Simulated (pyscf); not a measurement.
This saddle point was located with ωB97X-D3(BJ)/def2-SVP in PySCF.

```xyz
7

S      0.4401    -0.0160    -0.4010
H      1.5224     1.2424    -0.8762
H      0.4250     0.6016     0.7911
C     -1.2375    -0.8425    -0.1564
H     -1.4066    -1.4596    -1.0491
H     -1.1994    -1.4846     0.7358
H     -2.0349    -0.0927    -0.0665
```
Charge 0, spin multiplicity 2.

Surface: doublet, charge 0. Lowest wavenumbers (cm⁻¹): 696i, 204, 373, 574, 683.

Task: Which two sides does it connect, and which bonds change?

Result: H₂S (SMILES S) + CH₃• (SMILES [CH3]) ⇌ H₃C–SH (SMILES CS) + H• (SMILES [H]), a substitution at S read from left to right: H–S broken and C–S formed. At CCSD(T)/def2-TZVPP + ΔMP2(QZVPP) it lies +19.9 kcal/mol from the left side and +2.9 kcal/mol from the right (each side as separated species at their lowest minima found). The same reactants have a lower exit, to SH• + CH₄ (barrier +2.7 kcal/mol at ωB97M-D3(BJ), against +18.9 kcal/mol here). One saddle was located; it need not be the lowest between these sides. The angle at the attacked S is 156°. The CCSD(T) − MP2 part came from Ansatz, without density fitting, on the same reference.
